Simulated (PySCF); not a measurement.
## Static response to an electric field

C₆H₅ (charge +1).
Structure used (PBE0-D3(BJ)/def2-SVP), in Å, numbered top down from 1:
```
atom  x, y, z in Å
C1    -1.8880    1.6720   -0.8188
C2    -1.3861    0.6433   -0.4337
C3    -0.7938   -0.6003    0.0255
C4     0.6008   -0.4795    0.4587
C5     1.7561   -1.0326    0.9543
C6     1.7159    0.2930    0.6628
H7    -2.3428    2.5863   -1.1633
H8    -0.8201   -1.3911   -0.7515
H9    -1.3542   -1.0458    0.8725
H10    2.3134   -1.8993    1.3191
H11    2.2131    1.2652    0.6220
```

Level: CAM-B3LYP/def2-SVPD (PySCF), static field, nuclei fixed, core orbitals frozen in the response. The polarisability tensor in these axes (au):

```
x   63.53 -8.96 10.47
y   -8.96 62.62 -8.27
z   10.47 -8.27 42.72
```

Q: Give the principal values, the mean and the anisotropy Δα = √{½[(α1 − α2)² + (α2 − α3)² + (α1 − α3)²]}.

A: Principal values 37.52, 54.17 and 77.18 au; mean 56.29 au = 8.34 Å³ = 9.28 × 10⁻⁴⁰ C²·m²/J; Δα = 34.49 au (61 % of the mean).

Q: In TDDFT the mean static polarisability is Σ f/ω² over all singlet excitations (ω in hartree). How much of it do the 6 lowest give? Their energies (eV) and oscillator strengths: 4.95, 0.0159; 5.01, 0.0001; 5.17, 0.0074; 5.22, 0.0001; 6.47, 0.0000; 6.83, 0.0013.

A: They add up to 0.71 au, 1.3 % of the 56.29 au; the largest single term is 0.48 au, from the state at 4.95 eV. Terms in order: 0.48, 0.00, 0.20, 0.00, 0.00, 0.02 au. Higher excitations give the rest. The strengths listed sum to 0.025.

Q: Directions of the eigenvectors, and the extent of the frame along each?

A: Largest value along (0.69, -0.63, 0.36), where the nuclei span 6.92 Å; middle along (0.66, 0.75, 0.06), 4.07 Å; least along (-0.31, 0.20, 0.93), 1.74 Å. The response follows the extents in order.

Q: Traceless (Buckingham) quadrupole moment about the centre of nuclear charge: eigenvalues?

A: -16.01, -2.47, 18.48 D·Å. The values depend on the origin, since the species is charged. The electronic extent ⟨r²⟩ about the same centre is 607 bohr², a root-mean-square distance of 2.06 Å for the 40 electrons.

Q: What depolarisation ratio follows for Rayleigh scattering of linearly polarised light, taking the static tensor?

A: ρ = 3Δα²/(45ᾱ² + 4Δα²) = 3569.7/(142592 + 4759.6) = 0.0242.

Geometry: PBE0-D3(BJ)/def2-SVP, one conformer, isolated ion.

These values come from a run that also computed excited states. Cost: about 26 s of CPU time on one thread; the machine was shared, so the figure is rough.
